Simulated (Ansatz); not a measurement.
**Scan of [Cl···H···N], quartet**

Starting geometry:

```xyz
3

Cl    0.0000    0.0000   -1.3043
H     0.0000    0.0000   -0.0255
N     0.0000    0.0000    1.3297
```

From there H2 is moved from one fragment to the other while all else, the fragments' distance too, stays fixed; atoms are numbered as listed. Energies are in kcal/mol, counted from the starting geometry at the same level. Kohn–Sham curves are unrestricted where that lies lower.

Basis cc-pVDZ; Ansatz 0.2.0. Correlated methods freeze the noble-gas cores. R marks a restricted (for open shells ROHF) determinant.

In so small a basis the reference is far from its limit while semilocal and hybrid functionals are nearer theirs (RPA and double hybrids share much of the reference's basis error), so the functionals' errors here hold much of the reference's basis and frozen-core error, which can add to them or hide them.

Full CI isn't at hand for all of this; RCCSDTQ serves as the reference, and is uncertain by about the last step of the cluster series.

| distance Cl1-H2 (Å) | RCCSDTQ | PBE | r2SCAN | PBE0 | B3LYP | r2SCANh | wB97M-V | B2PLYP | RPA-PBE |
| --- | --- | --- | --- | --- | --- | --- | --- | --- | --- |
| 1.279 | 0.0 | 0.0 | 0.0 | 0.0 | 0.0 | 0.0 | 0.0 | 0.0 | 0.0 |
| 1.324 | 0.5 | -1.6 | -1.0 | -0.7 | -0.9 | -0.7 | -0.2 | -0.2 | -0.2 |
| 1.414 | 3.6 | -2.4 | -0.6 | 0.1 | -0.7 | 0.1 | 1.5 | 1.3 | 1.0 |
| 1.504 | 7.7 | -1.0 | 1.7 | 2.3 | 1.0 | 2.7 | 4.5 | 4.0 | 3.2 |
| 1.594 | 13.0 | 3.3 | 6.4 | 6.6 | 4.8 | 7.4 | 8.9 | 8.2 | 7.2 |

(1) Judged by the spread of the error over the points with a reference (largest less smallest), which of these follows RCCSDTQ best and which worst?

## Answers

(1) Subtracting the RCCSDTQ column from each: best wB97M-V (errors from -4.1 to 0.0, spread 4.1 kcal/mol), worst PBE (from -9.7 to 0.0, spread 9.7 kcal/mol). Functionals and wave-function methods converge differently with the basis, so part of this is basis effect.
